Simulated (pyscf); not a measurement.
`[PH]=[GaH]` + `[OH2]` → `[OH][GaH][PH2]`, an addition across a multiple bond or ene-type step (singlet surface; H–O broken, H–P, Ga–O formed). Optimised with ωB97X-D3(BJ)/def2-SVP in PySCF. MP2 and CC: frozen core, UHF for open shells. ΔMP2 is the change of the MP2 total energy from the triple- to the quadruple-zeta basis. Energies in kcal/mol from the separated reactants.

Small-basis levels: PySCF, no dispersion term, spherical d functions. AM1 to PM7: differences of heats of formation from MOPAC. GFN2-xTB: tblite. Cost: rough CPU time at the saddle relative to B3LYP/6-31G*+LANL2DZ, from one job on a shared machine.

```json
[
 {"level": "HF/STO-3G", "barrier": "8.2", "reaction energy": "-68.2", "cost": "0.1"},
 {"level": "SVWN5/6-31G*+LANL2DZ", "barrier": "-22.8", "reaction energy": "-55.2", "cost": "0.9"},
 {"level": "BP86/6-31G*+LANL2DZ", "barrier": "-11.0", "reaction energy": "-50.5", "cost": "1"},
 {"level": "B3LYP/STO-3G", "barrier": "-14.6", "reaction energy": "-65.4", "cost": "1"},
 {"level": "B3LYP/3-21G", "barrier": "-35.0", "reaction energy": "-74.6", "cost": "0.7"},
 {"level": "B3LYP/def2-SVP", "barrier": "-5.3", "reaction energy": "-45.0", "cost": "1.0"},
 {"level": "GFN2-xTB", "barrier": "-15.8", "reaction energy": "-61.4", "cost": "under 0.02"},
 {"level": "PM3", "barrier": "5.9", "reaction energy": "-14.9", "cost": "under 0.02"},
 {"level": "PM6", "barrier": "44.6", "reaction energy": "+15.9", "cost": "under 0.02"},
 {"level": "CCSD(T)/def2-TZVPP + ΔMP2(QZVPP)", "barrier": "0.9", "reaction energy": "-42.4", "cost": "–"}
]
```

Against the last row the barrier runs from -35.9 (B3LYP/3-21G) to +43.7 kcal/mol (PM6). At SVWN5/6-31G*+LANL2DZ, BP86/6-31G*+LANL2DZ, B3LYP/STO-3G, B3LYP/3-21G, B3LYP/def2-SVP, GFN2-xTB this geometry lies under one side, so the entry may be no barrier of that level: it is a single point on another level's saddle. CCSD(T)/def2-TZVPP + ΔMP2(QZVPP) has limits of its own. On the reactant side the descent ends in an adduct with a Ga–O contact, 15.4 kcal/mol under the separated species and 12.7 kcal/mol under the saddle at ωB97X-D3(BJ)/def2-TZVP. What is counted as formed (Ga–O) is already present as a longer contact in the reactant adduct; forming that adduct is a step of its own. At ωB97X-D3(BJ) the barrier from the zero used here is -2.7 kcal/mol. HP=GaH lies 17.6 kcal/mol over its isomer H₂P–Ga [singlet] (electronic energy, ωB97M-D3(BJ)). This is the saddle that the search found; another between the same sides may lie lower. The CCSD(T) − MP2 part came from Ansatz, without density fitting, on the same reference. The frozen core leaves the outer d or s,p core shells of the metals and heavy elements correlated in the MP2 and CC values, and def2-TZVPP describes them poorly, which can shift differences by a few kcal/mol. In the def2 sets elements up to Kr have no core potential.
